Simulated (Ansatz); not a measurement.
Species: molecular fluorine, F$_{2}$, net charge 0, singlet state. 
Geometry from a B3LYP-D3(BJ)/def2-TZVP (Ansatz, an electronic-structure program) optimisation:
```xyz
2

F      0.0000     0.0000    -0.6982
F      0.0000     0.0000     0.6982
```
Charge 0, spin multiplicity 1.

Computed values are from Ansatz. Cores are frozen in the correlated levels unless marked. UHF or UKS for open shells. Spin-orbit coupling is left out. No relativistic terms. CBS marks a two-point X^-3 extrapolation of the correlation energy; Hartree-Fock from the larger set (for Q and 5 zeta extrapolated as (X+1)exp(-9√X)).

```json
{
  "atomisation energy De": "38.3 kcal/mol at CCSD(T)/CBS(cc-pVQZ,cc-pV5Z)",
  "vertical electron affinity (to the doublet; negative means unbound)": "0.17 eV at CCSD(T)/CBS(aug-cc-pVTZ,aug-cc-pVQZ)",
  "total_energy": "-199.4001 Eh at CCSD(T)/CBS(cc-pVQZ,cc-pV5Z)",
  "dipole_moment": "0.00 D at CCSD(T)/aug-cc-pVDZ",
  "T1 diagnostic": "0.012 at CCSD/cc-pV5Z",
  "measured enthalpy of formation, 298 K": "0.0 kcal/mol (Active Thermochemical Tables 1.112 (ions: stationary electron), as tabulated in the package chemicals)",
  "measured_dipole_moment": "0.00 D (NIST CCCBDB, as tabulated in the package chemicals; older table, unchecked)",
  "measured_ionisation_energy_adiabatic": "15.70 eV (CCCBDB table in ASE; older table, unchecked)"
}
```

The Hartree-Fock reference is unstable (checked in the largest basis), which strains HF and MP2.
